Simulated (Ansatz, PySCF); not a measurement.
Acid–base and redox partners of CCC. All species are isolated molecules in the gas phase. One relaxed conformer stands for each flexible species; it need not be the lowest. Strings in code marks are SMILES.

Quantity: electronic energy of isomers of C3H7 (charge -1) relative to `[CH2-]CC`, in kJ/mol. Levels without diffuse functions put anions too high.

Level 1: frozen-core CCSD(T)/aug-cc-pVTZ // B3LYP-D3(BJ)/def2-TZVPD (Ansatz, a program for electronic structure)
Level 2: PBE-D3(BJ)/def2-TZVPD // B3LYP-D3(BJ)/def2-TZVPD (PySCF)
Level 3: PBE/6-31G* // B3LYP-D3(BJ)/def2-TZVPD (PySCF)
Level 4: HF/STO-3G // B3LYP-D3(BJ)/def2-TZVPD (PySCF)

| species | level 2 | level 3 | level 4 |
|---|---|---|---|
| `C[CH-]C` (not the most acidic site) | 8.51 | -8.89 | -27.28 |

### Question
What does level 1 give for each?

### Answer

- `C[CH-]C` (not the most acidic site): 9.59
